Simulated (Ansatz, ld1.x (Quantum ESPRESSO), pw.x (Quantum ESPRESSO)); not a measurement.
## thallium (Tl): does the RRKJ potential hold in the solid?

- Element: thallium
- Generator: ld1.x (Quantum ESPRESSO) 7.5
- Type: norm-conserving RRKJ (Kleinman–Bylander form)
- Functional: LDA (PW92)
- Relativity: scalar-relativistic
- Frozen core: [Xe] 4f14
- Valence charge: 13
- Reference configuration: 5d10 6s2 6p1
- Partial waves: 6s (bound): rc 2.52 bohr; 5d (bound): rc 2.46 bohr; 5f channel at 0.15 Ry: rc 3.46 bohr; 6p (bound): rc 4.26 bohr
- Local potential: the p channel
- Core correction: a·sin(br)/r model core, default radius (core density twice the valence density)
- rho0: 0.02

Crystal test: sc Tl in pw.x 7.5, no spin, 11³ k-points, Fermi–Dirac smearing 0.01 Ry, cutoffs 50/200 Ry. The reference is all-electron LAPW (Ansatz 0.2.0) with the same functional, mesh and smearing; V0 and B0 come from Birch–Murnaghan fits to the pressures at five volumes. Errors are pseudo minus all-electron; Δ is the rms difference of the E(V) curves that follow from these fits, minima aligned, over ±6 % about the mean V0. Mesh and smearing are coarse, so the numbers serve the comparison and aren't converged zero-temperature values; the lattice is a test structure that the element need not adopt.

```tsv
V (Å³/atom)	P all-electron (GPa)	P pseudo (GPa)
28.095	2.20	-5.71
28.835	1.03	-5.92
29.574	0.04	-6.13
30.313	-0.81	-6.31
31.053	-1.53	-6.46
```

All-electron: a0 = 3.094 Å (V0 = 29.61 Å³/atom), B0 = 36.4 GPa.

Pseudopotential: mean pressure error (GPa): -6.29. The pressure does not cross zero within the volumes sampled, so no fit is given. The largest radius (4.26 bohr) exceeds half the bond length (2.92 bohr), so the spheres overlap, which is one possible source of error among others. This is a poor potential for the solid.

**Question.** At the middle volume, how do free energy and pressure move when the wave cutoff is lowered (ecutrho kept at four times it)?

**Answer.**

| cutoff (Ry) | shift of F (meV/atom) | shift of P (GPa) |
| --- | --- | --- |
| 22 | +3881.8 | -144.71 |
| 30 | +34.4 | -0.88 |
| 40 | +11.6 | -0.92 |

The run at the middle volume (56 k-points, 6 iterations) took about 8.6 s on one core of a shared host (Neoverse-V1, 32 threads, 126 GiB, load 11).
